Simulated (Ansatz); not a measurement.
Total energies of (LiH)2 ring (Li₂H₂) from Ansatz at r2SCAN-D4/def2-TZVPD, gas phase (1 Eh = 27.2114 eV = 2625.5 kJ/mol). The reference geometry is relaxed at PBE-D4/def2-TZVP.

| state | geometry | energy (Eh) |
| --- | --- | --- |
| charge 0 singlet | reference | -16.21097 |
| charge -1 doublet | reference | -16.20814 |
| free Li atom (doublet) | – | -7.47953 |
| free H atom (doublet) | – | -0.49993 |

(1) Work out the vertical electron affinity, to the doublet.

(2) What is the binding energy per atom against free atoms?

(1) E(charge 0 singlet) − E(charge -1 doublet) = -16.21097 − (-16.20814) = -0.00283 Eh = -0.08 eV; so near zero that its sign isn't settled.

(2) Atoms: 2 × (-7.47953) + 2 × (-0.49993) = -15.95892 Eh. Binding: -15.95892 − (-16.21097) = 0.25205 Eh = 6.86 eV, or 1.71 eV for each of 4 atoms (no zero-point energy, no counterpoise term).

At r2SCAN-D4/def2-TZVPD the highest occupied level of the charge -1 doublet lies above zero (up to 1.21 eV). Energy differences disagree on whether the electron is bound (positive means bound): -0.08 eV (vertical, to the charge 0 singlet, at r2SCAN-D4/def2-TZVPD), but 0.15 eV at PBE-D4/def2-TZVPD.
